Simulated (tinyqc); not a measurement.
Orbital energy against energy difference: ionisation energy by orbital energies and by energy differences in the cc-pvdz basis, for HF, spin multiplicity 1. Computed by the program tinyqc with PySCF. Command: `OMP_NUM_THREADS=1 python tinyqc.py 113414 113415 out.jsonl`; one thread of a shared host (Intel(R) Xeon(R) Processor @ 2.60GHz), about 8 s.

Geometry (angstrom):
```
atom,x,y,z
F,0.0000,0.0000,0.0000
H,0.0000,0.0000,0.8790
```

CCSD(T) difference in the same basis = 15.5984 eV

IP-EOM-CCSD = 15.3643 eV

The cation is unrestricted; errors are against CCSD(T) in this basis, not against experiment.

First vertical ionisation energy (eV):
```
method,-e(HOMO),E(cation) - E,error of -e(HOMO),error of the difference
HF,17.220,14.33275,1.621,-1.266
LDA,8.531,16.34595,-7.067,0.748
PBE,8.400,15.91991,-7.199,0.322
B3LYP,10.447,15.97354,-5.151,0.375
PBE0,10.892,15.84543,-4.706,0.247
CAM-B3LYP,12.398,15.96494,-3.200,0.367
LC-wPBE,13.747,16.02787,-1.852,0.430
```

Koopmans errs by +1.62 eV and Delta-HF by -1.27 eV: relaxation, 2.89 eV, lowers the value and the missing correlation difference works against it. The PBE level is off by -7.2 eV through the wrong tail of its potential, though its energy difference is off by +0.32 eV; exact exchange deepens the level, and among the orbital energies HF comes closest; among the differences PBE0 does.
